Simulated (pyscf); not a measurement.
PySCF, gas phase, ωB97X-D3(BJ)/def2-SVP geometries.

Q: Estimate the classical barrier height and the reaction energy of H₃C–CH₃ (SMILES CC) + CH₂ (SMILES [CH2]) [triplet] -> •H₂C–CH₃ (SMILES [CH2]C) + CH₃• (SMILES [CH3]) at ωB97X-D3(BJ)/def2-TZVP. The step runs on the triplet surface, breaks C–C and forms C–C; take the separated reactants as zero.

A: ΔE‡ = 43.5 kcal/mol, ΔE = -10.0 kcal/mol. CCSD(T)/def2-TZVPP + ΔMP2(QZVPP) gives 44.5 kcal/mol and -7.7 kcal/mol. Zero-point energy shifts the barrier by +0.1 kcal/mol. It is a substitution at C, with an imaginary mode of 1225i cm⁻¹. •H₂C–CH₃ + CH₃• also meet on a surface of lower spin, which isn't treated here. Another saddle between the same species, by other bonds, lies lower (9.4 kcal/mol against 44.6 kcal/mol at ωB97M-D3(BJ)). The angle at the attacked C is 180°. The CCSD(T) − MP2 part came from Ansatz, without density fitting, on the same reference. A UHF reference is spin-contaminated (<S²> up to 2.13), which harms MP2 most.
